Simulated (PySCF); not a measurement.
## Removing an electron from `Cn1cnnc1`

Species: C3H5N3.
Structure used (PBE0-D3(BJ)/def2-SVP), in Å, numbered top down from 1:
```
atom  x, y, z in Å
C1    -1.3561    0.0419    0.4599
N2     0.0010   -0.0023   -0.0223
C3     0.7439   -1.0992   -0.3428
N4     1.9516   -0.7490   -0.6957
N5     2.0278    0.6043   -0.6081
C6     0.8642    1.0369   -0.2037
H7    -1.7788    1.0375    0.2729
H8    -1.9694   -0.6974   -0.0729
H9    -1.4059   -0.1655    1.5398
H10    0.3561   -2.1168   -0.3072
H11    0.5907    2.0778   -0.0334
```

Level: PBE0/def2-SVPD (PySCF). Frontier orbitals with their largest atomic shares (Löwdin; up to four atoms above 4 %):

```csv
orbital,ε (eV),main atoms
HOMO−3,-9.03,"N5 39 %, N4 39 %, C6 5 %, C3 5 %"
HOMO−2,-8.51,"N2 34 %, N4 21 %, N5 21 %, C1 7 %"
HOMO−1,-7.65,"C3 25 %, C6 25 %, N5 20 %, N4 19 %"
HOMO,-7.23,?
LUMO,0.14,"C3 20 %, N2 20 %, C6 18 %, N4 10 %"
LUMO+1,0.29,"C1 37 %, H7 12 %, H8 12 %, H9 11 %"
LUMO+2,0.91,"N5 26 %, N4 24 %, C6 14 %, C3 11 %"
```

Q: What vertical ionisation energy does ΔSCF give, and how far is −ε(HOMO) from it?

A: ΔSCF: 9.48 eV (914 kJ/mol; threshold wavelength 131 nm); ⟨S²⟩ of the doublet left behind is 0.759, against 0.75 for a pure doublet. −ε(HOMO) is 7.23 eV, 2.25 eV below it. For the exact functional −ε(HOMO) would equal the first vertical ionisation energy; PBE0 (global hybrid, 25 % exact exchange) falls short of its own ΔSCF value by 24 %.

Q: On which atoms does the HOMO lie?

A: N4 (pyridine-type nitrogen) 40 %, N5 (pyridine-type nitrogen) 40 %, C3 (aromatic CH next to a ring nitrogen) 8 %, C6 (aromatic CH next to a ring nitrogen) 8 %. The HOMO−1 lies 0.42 eV lower.

Q: How many of the 10 lowest singlet excitations (vertical TDDFT, same level) lie below the ionisation energy?

A: All 10; they run from 5.72 to 7.78 eV.

Q: What total energies stand behind the ΔSCF value?

A: E(N) = -281.04161 Eh and E(N − 1) = -280.69330 Eh at the same geometry, 0.34831 Eh apart.

Isolated species at its PBE0-D3(BJ)/def2-SVP geometry, gas phase.
